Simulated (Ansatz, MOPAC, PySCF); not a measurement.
Gas-phase reaction in SMILES: C[C]O + 3 [H][H] (H2) → 2 C (CH4) + O (H2O)

Property: energy of full hydrogenation (enthalpy at 298 K), in kcal/mol. Terms: no dispersion term unless named; non-relativistic; six Cartesian d functions in 6-31G* and its kin unless marked 5d; frozen cores in correlated levels; LANL2DZ all-electron up to Ne; PM7 with its own dispersion and hydrogen-bond terms; 6-311+G** with 5d; no spin-orbit coupling. Ab initio and DFT rows: single points at B3LYP-D3(BJ) geometries (Ansatz, a quantum-chemistry and plane-wave program), with unscaled harmonic terms from B3LYP/6-31G* (Ansatz) at its own minima. Semi-empirical rows: MOPAC heats of formation at their own minima for 298 K. The Hartree-Fock reference of C[C]O is unstable towards a lower, spin-broken solution.

| level | program | energy of full hydrogenation (enthalpy at 298 K) (kcal/mol) |
|---|---|---|
| PM6 | MOPAC | 8.3 |
| PM7 | MOPAC | 18.4 |
| HF/STO-3G | Ansatz | -113.1 |
| SVWN5/6-31G* | Ansatz | -104.8 |
| PBE/LANL2DZ | Ansatz | -114.4 |
| BLYP/6-31G* | Ansatz | -91.8 |
| B3LYP/LANL2DZ | Ansatz | -115.3 |
| B3LYP/6-31G | Ansatz | -109.5 |
| B3LYP/6-31G* | Ansatz | -100.0 |
| B3LYP/cc-pVDZ | Ansatz | -98.3 |
| B3LYP/6-311+G** | Ansatz | -106.2 |
| PBE0/6-311+G** | Ansatz | -111.2 |
| M06-2X/6-311+G** | PySCF | -105.0 |
| MP2/6-311+G** | Ansatz | -109.2 |
| r2SCAN-D4/def2-TZVPD | Ansatz + dftd4 | -105.5 |
| B3LYP/def2-TZVPD | Ansatz | -104.7 |
| B3LYP-D3(BJ)/def2-TZVPD | Ansatz + dftd3 | -103.8 |

No value to compare with is used here. The 14 habitual levels span -115.3 (B3LYP/LANL2DZ) to 18.4 kcal/mol (PM7); r2SCAN-D4/def2-TZVPD gives -105.5.

The levels are drawn from those run, B3LYP/6-31G* more often than the rest, none by its result; left out are runs that failed, that the program found above a lower state of the same kind, or whose <S^2> lies over 0.5 above the pure value.
